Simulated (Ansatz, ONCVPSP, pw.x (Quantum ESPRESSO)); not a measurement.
**What a changed setting does to a pw.x run (bcc W)**

Potential: optimised norm-conserving Vanderbilt (ONCV), ONCVPSP 4.0.1.1 (patched build), PBEsol; core [Xe] 4f14, reference 5d4 6s1.5 6p0.5; waves: 6s: rc 2.65 bohr, ncon 5, nbas 8, qcut 2 1/bohr, 2 projectors, debl 3.5 Ha; 6p: rc 2.85 bohr, ncon 5, nbas 9, qcut 2.3 1/bohr, 2 projectors, debl 2.1 Ha; 5d: rc 1.70 bohr, ncon 4, nbas 8, qcut 6 1/bohr, 1 projector; local part: polynomial inside 1.65 bohr (lpopt 5, dvloc0 4 Ha); core correction: none.

The reference run (k-mesh 15³, cutoffs 55/220 Ry, Fermi–Dirac 0.01 Ry, mixing_beta 0.4, conv_thr 1e-9, no spin) gives -3.25 GPa at 15.687 Å³/atom, where all-electron LAPW gives 0.22 GPa. This run, with its own iteration cap, changes electron_maxstep to 2, a wrong or extreme entry chosen on purpose.

```
&control
  calculation='scf', prefix='x', pseudo_dir='./', outdir='./tmp', tstress=.true., disk_io='none'
/
&system
  ibrav=0, nat=1, ntyp=1, ecutwfc=55, ecutrho=220, nbnd=10,
  occupations='smearing', smearing='fd', degauss=0.01
/
&electrons
  conv_thr=1e-09, mixing_beta=0.4, electron_maxstep=2
/
ATOMIC_SPECIES
W 1.0 W.UPF
CELL_PARAMETERS angstrom
  -1.57698163 1.57698163 1.57698163
  1.57698163 -1.57698163 1.57698163
  1.57698163 1.57698163 -1.57698163
ATOMIC_POSITIONS crystal
W 0.0000 0.0000 0.0000
K_POINTS automatic
15 15 15 0 0 0
```

```bash
pw.x < W.scf.in > W.scf.out
```

**Question.** How does the run end?

**Answer.** It does not reach self-consistency within its iteration cap.

```
Message from routine setup:
     using ibrav=0 with symmetry is DISCOURAGED, use correct ibrav instead
     lattice parameter (alat)  =       5.1616  a.u.
     unit-cell volume          =     105.8611 (a.u.)^3
     number of electrons       =         6.00
     number of Kohn-Sham states=           10
     kinetic-energy cutoff     =      55.0000  Ry
     charge density cutoff     =     220.0000  Ry
     scf convergence threshold =      1.0E-09
     Exchange-correlation= PBESOL
     number of k points=   120  Fermi-Dirac smearing, width (Ry)=  0.0100
     iteration #  1     ecut=    55.00 Ry     beta= 0.40
     total energy              =     -15.52828221 Ry
     estimated scf accuracy    <       0.05640923 Ry
     iteration #  2     ecut=    55.00 Ry     beta= 0.40
     total energy              =     -15.52541806 Ry
     estimated scf accuracy    <       0.01147688 Ry
     convergence NOT achieved after   2 iterations: stopping
     Message from routine punch:
     Nothing written, as per user request (disk_io='none')
```

The run took about 2.9 s on one core of a shared host (Neoverse-V2, 32 threads, 247 GiB, load 22).
